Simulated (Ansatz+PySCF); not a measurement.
Results of a calculation; reference values are marked as such.
## Ansatz (development build ahead of 0.2.0) run

```yaml
crystal:
  periodic: [false, false, false]
  atoms:
    - { symbol: Al, position_ang: [0.0, 0.0, 0.0] }
    - { symbol: P, position_ang: [0.0, 0.0, 3.92] }
basis:
  gaussian: { orbitals: STO-3G }
magnetization:
  initial_magnetization: 2
hamiltonian:
  xc: hf
correlation:
  method: fci
  frozen_orbitals: { Al: 5, P: 5 }
```

The input is written out in the form of the current development build from the run's settings.

Results

```json
{
 "Converged": "yes",
 "Total energy": "-575.75558 hartree",
 "State": "lowest triplet root, of any spatial symmetry"
}
```
